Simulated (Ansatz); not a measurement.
# BH3 (triplet): the correlation ladder at distance B1–H4 = 2.421 Å, cc-pVDZ

Aim: climb from Hartree-Fock through coupled cluster and multireference methods for BH3 (triplet) at one geometry and basis, and see what each rung misses.

The runs use Ansatz 0.2.0, Gaussian basis; cc-pVDZ, core rule «outside noble gas», up to 1 orbitals frozen.

Plan: UHF; CCSD(T) on ROHF; CCSD(T) on UHF; BCCD(T) on ROHF; CISD; CCSDT(Q) on ROHF; CCSDT(Q) on UHF; CASSCF and MRCISD+Q, 4 electrons in 4 orbitals; CASSCF and NEVPT2, 4 electrons in 4 orbitals; CASSCF and MRCISD+Q, 6 electrons in 7 orbitals; CASSCF and NEVPT2, 6 electrons in 7 orbitals; Full CI.

18 further runs of the same task are left out: 14 that didn't finish, 4 set aside as unsound or not needed.

### Step 1. The system

The geometry derives from a PBE0/def2-TZVP stationary point (not a proven minimum). One bond is set to the value named and the two fragments are kept rigid.

4 atoms, charge 0, spin multiplicity 3.

Atoms are counted from 1 here; the program's logs count them from 0.

Bond lengths: B1–H2 1.281 Å, B1–H3 1.186 Å. Angles: H2–B1–H3 117.7°.

### Step 2. UHF

The input, in.yaml:

```yaml
crystal:
  periodic: [false, false, false]
  atoms:
    - {symbol: B, position_ang: [-0.142525, 0.034969, 0.159144]}
    - {symbol: H, position_ang: [0.283785, 0.574047, -0.921795]}
    - {symbol: H, position_ang: [0.581854, 0.034913, 1.098714]}
    - {symbol: H, position_ang: [0.663060, -0.984031, -1.883872]}
basis:
  gaussian: {orbitals: cc-pVDZ}
magnetization: {spin_polarized: true, initial_magnetization: 2}
hamiltonian: {xc: hf}
output: {orbitals: {seedname: orbitals}}
```

On the command line:

```sh
ansatz run in.yaml --threads 1 --pin off --events-out ev --progress --plain --max-ram 2393MiB
```

The runs that follow: CCSD(T) on ROHF; CCSD(T) on UHF; BCCD(T) on ROHF; CISD; CCSDT(Q) on ROHF; CCSDT(Q) on UHF; CASSCF and MRCISD+Q, 4 electrons in 4 orbitals; CASSCF and NEVPT2, 4 electrons in 4 orbitals; CASSCF and MRCISD+Q, 6 electrons in 7 orbitals; CASSCF and NEVPT2, 6 electrons in 7 orbitals; Full CI.

**Question.** What will the summary of the whole plan be? Wanted: FCI below the RHF energy; RMP2 from FCI; UMP2 from FCI; RCCSD from FCI; RCCSD(T) from FCI; UCCSD(T) from FCI; RCCSDT(Q) from FCI; UCCSDT(Q) from FCI; NEVPT2 pair from FCI.

As calculated:

```
                         quantity                                                                                               value
         FCI below the RHF energy                                                                                          -2.5423 eV
                    RMP2 from FCI                                                                                        +60.9 kJ/mol
                    UMP2 from FCI                                                                                        +60.0 kJ/mol
                   RCCSD from FCI                                                                                         +5.1 kJ/mol
                RCCSD(T) from FCI                                                                                         +1.4 kJ/mol
                UCCSD(T) from FCI                                                                                         +1.4 kJ/mol
               RCCSDT(Q) from FCI                                                                                          0.0 kJ/mol
               UCCSDT(Q) from FCI                                                                                          0.0 kJ/mol
             NEVPT2 pair from FCI                                                                                        +59.8 kJ/mol
           MRCISD+Q pair from FCI                                                                                         +0.3 kJ/mol
          NEVPT2 valence from FCI                                                                                        +49.4 kJ/mol
levels within 1 kcal/mol (43 meV)  RCCSD(T), UCCSD(T), BCCD(T), RCCSDT, UCCSDT, RCCSDT(Q), UCCSDT(Q), MRCISD+Q pair, MRCISD+Q valence
                    T1 diagnostic                                                                                               0.020
   effectively unpaired electrons                                                                                                2.02
```

In words: RCCSD(T) lands +1.4 kJ/mol from the yardstick (0.6 % of the correlation energy). One determinant dominates. Of the multireference levels listed MRCISD+Q pair comes nearest in total energy (+0.3 kJ/mol), which doesn't show that its space is the better one. These misses are within one basis, not against nature; the frozen cores of restricted and unrestricted runs differ, which can shift their rows.
